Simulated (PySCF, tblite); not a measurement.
# Complex of acetylene and dimethyl sulfide

A gas-phase complex of acetylene and dimethyl sulfide; neutral, singlet. The structure comes from a short search (6 tight-binding starts) and was relaxed by PBE0-D3(BJ)/def2-SVPD; another way of binding may lie lower. No frequency run checks that it is a minimum.

Parts: 1 = acetylene (C#C), atoms 1–4; 2 = dimethyl sulfide (CSC), atoms 5–13.

| atom | part | x (Å) | y (Å) | z (Å) |
| --- | --- | --- | --- | --- |
| C1 | 1 | 0.535 | -0.262 | 0.147 |
| C2 | 1 | -0.201 | 0.253 | -0.663 |
| H3 | 1 | 1.184 | -0.724 | 0.881 |
| H4 | 1 | -0.848 | 0.712 | -1.387 |
| C5 | 2 | 0.380 | -3.105 | 2.435 |
| S6 | 2 | 1.611 | -1.935 | 3.046 |
| C7 | 2 | 0.508 | -0.697 | 3.758 |
| H8 | 2 | 0.923 | -3.939 | 1.972 |
| H9 | 2 | -0.234 | -3.495 | 3.260 |
| H10 | 2 | -0.270 | -2.641 | 1.679 |
| H11 | 2 | -0.131 | -0.241 | 2.986 |
| H12 | 2 | 1.137 | 0.084 | 4.205 |
| H13 | 2 | -0.121 | -1.138 | 4.544 |

Contacts between parts, classed by geometry: H3···S6 2.517 Å (C–H hydrogen bond, 153°).

Interaction energies are complex less parts, with the parts frozen as they stand in it; counterpoise-corrected, in kcal/mol (PySCF).

Question: Give the interaction energy at each level run.

Answer: 
| level | interaction | superposition error removed |
| --- | --- | --- |
| wB97M-D3(BJ)/def2-SVPD | -3.46 | -1.45 |
| PBE0-D3(BJ)/def2-SVPD | -3.83 | -1.31 |

Question: What holds them together? Decompose the wB97M-D3(BJ)/def2-SVPD energy: frozen parts, their antisymmetrised product, then relaxation.

Answer: electrostatic -5.2, Pauli repulsion +5.7, orbital relaxation -3.6, dispersion correction -1.9 kcal/mol, which sum to the value before the counterpoise correction; the Pauli term holds the exchange-correlation of the frozen density too. Of the attraction, 48 % is electrostatic, 34 % is orbital relaxation, 18 % is dispersion correction, though superposition error inflates the orbital part.

The orbital term holds the superposition error of 1.4 kcal/mol.

The parts were also relaxed and run alone, at the levels used for the complex: shieldings by PBE0/pcSseg-2; core levels by delta-SCF with SCAN, pcX-2 on the ionised atom and pcseg-1 elsewhere, spin-free X2C (2p3/2 is the spin-free 2p value less a third of a first-order spin-orbit splitting).

Question: How do these values change when the complex forms?

Answer: 
```tsv
property	alone	in the complex	change
C1–H3 bond (Å)	1.074	1.082	+0.009
shielding of H3 (ppm)	29.92	27.90	-2.02
shielding of S6 (ppm)	577.0	582.7	+5.7
shielding of C1 (ppm)	107.6	104.4	-3.2
S6 2p3/2 core level (eV)	169.16	169.32	+0.16
```

The 4 runs behind this took 2 min in all, one thread each of Intel Xeon 6975P-C on a shared host, launched as `OMP_NUM_THREADS=1 python cluster_run.py task.json out`.
